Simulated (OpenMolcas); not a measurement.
# MCPF/pcseg-0 run of CH5AlO (SMILES C[O][AlH2])

What is the energy difference between two shapes of CH5AlO at MCPF/pcseg-0? 

The results are computed with OpenMolcas 26.06.

10 further runs of the same task are left out: 1 that didn't finish, 9 set aside as unsound or not needed.

**1. The molecule**

CH5AlO: 8 atoms, total charge 0, spin state singlet. SMILES: `C[O][AlH2]`. Geometry: a GFN2-xTB relaxation, a rough one for these elements and not checked as a minimum.

Bond lengths: C1–O2 1.402 Å, O2–Al3 1.642 Å, C1–H4 1.092 Å, C1–H5 1.092 Å, C1–H6 1.093 Å, Al3–H7 1.532 Å, Al3–H8 1.533 Å. Angles: C1–O2–Al3 179.9°, O2–C1–H4 109.9°, O2–C1–H5 109.9°, O2–C1–H6 109.9°, O2–Al3–H7 119.6°, O2–Al3–H8 119.6°, H4–C1–H5 109.1°, H4–C1–H6 109.1°, H5–C1–H6 109.0°, H7–Al3–H8 120.8°.

**2. The energy at MCPF/pcseg-0**

job.inp

```
* CH5AlO MCPF

&GATEWAY
  BasLib = $CurrDir
  Coord
  8
  angstrom
  C       -0.529740       1.185050      -0.427750
  O        0.012590      -0.030760       0.011880
  Al       0.650280      -1.454480       0.524800
  H       -1.204770       1.008090      -1.267310
  H        0.270570       1.855540      -0.748210
  H       -1.086720       1.658460       0.384440
  H        2.075810      -1.487150       1.086320
  H       -0.188010      -2.734740       0.435830
  Basis = pcseg-0
  Group = NoSym

&SEWARD

&SCF
  PrOrbitals = 0

&MOTRA
  Frozen = 7

&GUGA
  Electrons = 18
  Spin = 1
  Inactive = 9
  Active = 0
  CIAll = 1

&CPF
  MCPF
```

The basis set pcseg-0 is read from a file made from the Basis Set Exchange's data (not shown).

Run with:

```
export MOLCAS_MEM=1860
pymolcas job.inp > job.log
```

Output:

```text
--- Start Module: gateway ---

                                              &GATEWAY

                       available to each process: 1.9 GB of memory, 1 thread

 Basis Set     1 Label: C.PCSEG-0
 Basis set is read from library:.
 basistype.tbl is not found

 Basis Set     2 Label: O.PCSEG-0
 Basis set is read from library:.
 basistype.tbl is not found

 Basis Set     3 Label: AL.PCSEG-0
 Basis set is read from library:.
 basistype.tbl is not found

 Basis Set     4 Label: H.PCSEG-0
 Basis set is read from library:.
 basistype.tbl is not found

++    Symmetry information:
      ---------------------

                    Character Table for C1

                             E
                    a        1  x, y, xy, Rz, z, xz, Ry, yz, Rx, I
--

++    Basis set information:
      ----------------------

      Basis set label: C.PCSEG-0.........

      Electronic valence basis set:
      ------------------
      Associated Effective Charge   6.000000 au
      Associated Actual Charge      6.000000 au
      Nuclear Model: Point charge

      Shell  nPrim  nBasis  Cartesian Spherical Contaminant
         s       6       3        X
         p       3       2        X

      Basis set label: O.PCSEG-0.........

      Electronic valence basis set:
      ------------------
      Associated Effective Charge   8.000000 au
      Associated Actual Charge      8.000000 au
      Nuclear Model: Point charge

      Shell  nPrim  nBasis  Cartesian Spherical Contaminant
         s       6       3        X
         p       3       2        X

      Basis set label: AL.PCSEG-0.........

      Electronic valence basis set:
      ------------------
      Associated Effective Charge  13.000000 au
      Associated Actual Charge     13.000000 au
      Nuclear Model: Point charge

      Shell  nPrim  nBasis  Cartesian Spherical Contaminant
         s       9       4        X
         p       6       3        X

      Basis set label: H.PCSEG-0.........

      Electronic valence basis set:
      ------------------
      Associated Effective Charge   1.000000 au
      Associated Actual Charge      1.000000 au
      Nuclear Model: Point charge

      Shell  nPrim  nBasis  Cartesian Spherical Contaminant
         s       3       2        X
--

++    Molecular structure info:
      -------------------------

                    ************************************************
                    **** Cartesian Coordinates / bohr, angstrom ****
                    ************************************************

     Center  Label                x              y              z                     x              y              z
        1      C1              -1.001064       2.239420      -0.808330             -0.529740       1.185050      -0.427750
        2      O2               0.023792      -0.058128       0.022450              0.012590      -0.030760       0.011880
        3      AL3              1.228851      -2.748569       0.991728              0.650280      -1.454480       0.524800
[... 4 lines of this table left out ...]
        8      H8              -0.355287      -5.167910       0.823599             -0.188010      -2.734740       0.435830

                    ***************************************
                    *    InterNuclear Distances / bohr    *
                    ***************************************

               1 C1            2 O2            3 AL3           4 H4            5 H5            6 H6
    1 C1       0.000000
    2 O2       2.649387        0.000000
    3 AL3      5.752631        3.103247        0.000000
    4 H4       2.063042        3.871634        6.738966        0.000000
    5 H5       2.063826        3.873901        6.739985        3.361517        0.000000
    6 H6       2.064906        3.873131        6.741653        3.362011        3.361362        0.000000
    7 H7       7.611152        5.186384        2.895975        8.969334        7.972308        8.532923
    8 H8       7.612408        5.186078        2.896717        8.004783        9.000120        8.474432

               7 H7            8 H8
    7 H7       0.000000
    8 H8       5.036926        0.000000

                    *******************************************
                    *    InterNuclear Distances / angstrom    *
                    *******************************************

               1 C1            2 O2            3 AL3           4 H4            5 H5            6 H6
    1 C1       0.000000
    2 O2       1.401995        0.000000
    3 AL3      3.044161        1.642168        0.000000
    4 H4       1.091715        2.048781        3.566107        0.000000
    5 H5       1.092130        2.049980        3.566646        1.778838        0.000000
    6 H6       1.092701        2.049573        3.567529        1.779099        1.778756        0.000000
    7 H7       4.027648        2.744516        1.532484        4.746367        4.218764        4.515428
    8 H8       4.028313        2.744355        1.532877        4.235949        4.762659        4.484476

               7 H7            8 H8
    7 H7       0.000000
    8 H8       2.665427        0.000000

[... 65 lines left out ...]
      Nuclear repulsion energy =  101.33158703
[... 40 lines left out ...]
++ Convergence information
                                   SCF        iterations: Energy and convergence statistics
[... 14 lines left out ...]
       Convergence after  10 Iterations
[... 3 lines left out ...]
 *                                             SCF/KS-DFT Program, Final results                                             *
 *                                                       Final Results                                                       *
[... 36 lines left out ...]
      Dipole Moment (debye):
[... 19 lines left out ...]
      *** WARNING: Default frozen orbitals is overwritten by user input.
[... 17 lines left out ...]
      Nuclear repulsion energy =  101.33158703
[... 103 lines left out ...]
      Nuclear repulsion energy =  101.33158703
[... 68 lines left out ...]
      FORMAL NUMBER OF CONFIGURATIONS   25651
        REAL NUMBER OF CONFIGURATIONS   25651
  NUMBER OF TWO-ELECTRON INTEGRALS:               177310

      STATISTICS FOR INTEGRALS, FIRST ENTRY 10**3-10**4

               0         0         0         0       657
            7475     40144     48277     49181     25354
            5439       702        74         0         0
               0         0         0         0         0

      REFERENCE ENERGY     -356.93911531
  ITER      TOTAL ENERGY          CORR ENERGY           DECREASE
   1        -356.93911531           0.00000000        -356.93911531
   2        -357.19435498          -0.25523967          -0.25523967
   3        -357.20955081          -0.27043550          -0.01519582
[... 6 lines of this table left out ...]
  10        -357.21208590          -0.27297059          -0.00000037

     CALCULATION CONVERGED

     FINAL MCPF ENERGY         -357.21208590
     FINAL CORRELATION ENERGY   -0.27297059  REFERENCE ENERGY    -356.93911531
     SUM OF SQUARED CPX(BAR)    0.1224

     FIRST ORDER RELATIVISTIC CORRECTIONS
     MASS-VELOCITY               0.00000000
     1-EL DARWIN CONTACT         0.00000000
     TOTAL REL. CORRECTION       0.00000000
     TOTAL REL. ENERGY        -357.21208590

      PRINTOUT OF CI-COEFFICIENTS LARGER THAN      0.05

      WAVE FUNCTION NOT NORMALIZED

      CONFIGURATION      1   COEFFICIENT  1.000000   REFERENCE

      ORBITALS       0  0  1  2  3  4  5  6  7  8  9
      OCCUPATION     0  0  2  2  2  2  2  2  2  2  2
      SPIN-COUPLING  0  0  3  3  3  3  3  3  3  3  3
      SYMMETRY       0  0  1  1  1  1  1  1  1  1  1

      CONFIGURATION    177   COEFFICIENT -0.068395   DOUBLET

      ORBITALS       0 10  1  2  3  4  5  6  7  8  9
      OCCUPATION     0  1  2  2  2  2  2  2  2  1  2
      SPIN-COUPLING  0  1  3  3  3  3  3  3  3  2  3
      SYMMETRY       0  1  1  1  1  1  1  1  1  1  1

++    Molecular orbitals:
      -------------------

      Title:  MCPF natural orbitals

      Molecular orbitals for symmetry species 1: a

          Orbital            1         2         3         4         5         6         7         8         9        10
          Occ. No.          2.0000    2.0000    2.0000    2.0000    2.0000    2.0000    2.0000    1.9875    1.9804    1.9804

        1 C1     1s        -0.0000    0.0002    0.9872   -0.0001    0.0003    0.0000   -0.0000   -0.0750    0.0012   -0.2356
[... 39 lines of this table left out ...]
       41 H8     1s        -0.0001   -0.0001   -0.0001   -0.0002   -0.0026   -0.0045    0.0000    0.0207    0.0366   -0.0513

          Orbital           11        12        13        14        15        16        17        18        19        20
          Occ. No.          1.9762    1.9756    1.9703    1.9679    1.9670    1.9668    0.0302    0.0275    0.0256    0.0252

        1 C1     1s         0.0018   -0.0533    0.0001    0.0004    0.0147   -0.0002    0.0431    0.1856    0.0007    0.0003
[... 39 lines of this table left out ...]
       41 H8     1s        -0.0098    0.2214   -0.1837    0.0012   -0.0658    0.3894    0.2973   -0.0711    0.0078    0.3550

          Orbital           21        22        23        24        25        26        27        28        29        30
          Occ. No.          0.0200    0.0195    0.0193    0.0140    0.0092    0.0058    0.0051    0.0046    0.0040    0.0039

        1 C1     1s         0.0035    0.2846    0.0089   -0.0050    0.0000   -0.0006    0.0002   -0.0699    0.1260   -0.0016
[... 39 lines of this table left out ...]
       41 H8     1s         0.3092    0.0071    0.0030    0.1056    0.4956   -0.0046   -0.8023   -0.6105   -0.5071    0.5632

          Orbital           31        32        33        34        35        36        37        38        39        40
          Occ. No.          0.0038    0.0028    0.0018    0.0015    0.0009    0.0009    0.0008    0.0005    0.0005    0.0003

        1 C1     1s        -0.0519    0.0003    0.0426   -0.0104    0.0001    0.0008   -0.0001   -0.0053    0.0978   -0.1442
[... 39 lines of this table left out ...]
       41 H8     1s        -0.1379   -0.0040    0.4436    0.0006    1.1912   -0.0281    1.0638   -1.6420   -0.2986   -0.1086

          Orbital           41
          Occ. No.          0.0003

        1 C1     1s        -0.0310
        2 C1     1s         0.3221
        3 C1     1s        -1.2717
        4 C1     2px       -0.1021
        5 C1     2px        0.2500
        6 C1     2py        0.1027
        7 C1     2py       -0.2042
        8 C1     2pz        0.1579
        9 C1     2pz       -0.4772
       10 O2     1s         0.0074
       11 O2     1s        -0.0692
       12 O2     1s         0.2306
       13 O2     2px       -0.0126
       14 O2     2px       -0.0148
       15 O2     2py       -0.0161
       16 O2     2py        0.0832
       17 O2     2pz        0.0747
       18 O2     2pz       -0.1078
       19 AL3    1s        -0.0006
       20 AL3    1s         0.0023
       21 AL3    1s         0.0006
       22 AL3    1s         0.0191
       23 AL3    2px       -0.1483
       24 AL3    2px        0.3956
       25 AL3    2px       -0.3188
       26 AL3    2py        0.0703
       27 AL3    2py       -0.1810
       28 AL3    2py        0.1451
       29 AL3    2pz        0.3812
       30 AL3    2pz       -1.0293
       31 AL3    2pz        0.8307
       32 H4     1s         0.0211
       33 H4     1s         0.1129
       34 H5     1s         0.0187
       35 H5     1s         0.1587
       36 H6     1s        -0.0226
       37 H6     1s         0.9079
       38 H7     1s         0.0030
       39 H7     1s        -0.0116
       40 H8     1s         0.0030
       41 H8     1s        -0.0116
--

++    Molecular charges:
      ------------------

      Mulliken charges per centre and basis function type
      ---------------------------------------------------

                C1      O2      AL3     H4      H5      H6      H7      H8
      1s       3.2572  3.8378  4.7947  0.8147  0.8150  0.8139  1.3551  1.3550
      2px      1.0506  1.7776  2.4636  0.0000  0.0000  0.0000  0.0000  0.0000
      2pz      1.0775  1.7616  2.2158  0.0000  0.0000  0.0000  0.0000  0.0000
      2py      0.7487  1.5687  2.2923  0.0000  0.0000  0.0000  0.0000  0.0000
      Total    6.1341  8.9458 11.7663  0.8147  0.8150  0.8139  1.3551  1.3550

      N-E     -0.1341 -0.9458  1.2337  0.1853  0.1850  0.1861 -0.3551 -0.3550

      Total electronic charge=   32.000000

      Total            charge=    0.000000
--

++    Molecular properties:
      ---------------------

      Dipole Moment (debye):
      Origin of the operator (angstrom)=    0.1875   -0.4201    0.1517
                   X= -7.5796E-01               Y=  1.6894E+00               Z= -5.9818E-01           Total=  1.9459E+00
      Quadrupole Moment (debye*angstrom):
      Origin of the operator (angstrom)=    0.1875   -0.4201    0.1517
                  XX= -3.0274E+01              XY= -1.9359E+00              XZ= -2.1566E+00              YY= -2.8534E+01
                  YZ=  1.4680E-01              ZZ= -2.4728E+01
      In traceless form (debye*angstrom)
                  XX= -3.6431E+00              XY= -2.9038E+00              XZ= -3.2349E+00              YY= -1.0335E+00
                  YZ=  2.2020E-01              ZZ=  4.6766E+00
--

--- Stop Module: cpf /rc=_RC_ALL_IS_WELL_ ---

.##################.
.# Happy landing! #.
.##################.

    Timing: Wall=2.41 User=1.82 System=0.56
```

It took 2.7 s on 1 thread of Arm Neoverse V1, shared host; peak memory 0.37 GiB.

[end of part 1 of 2]
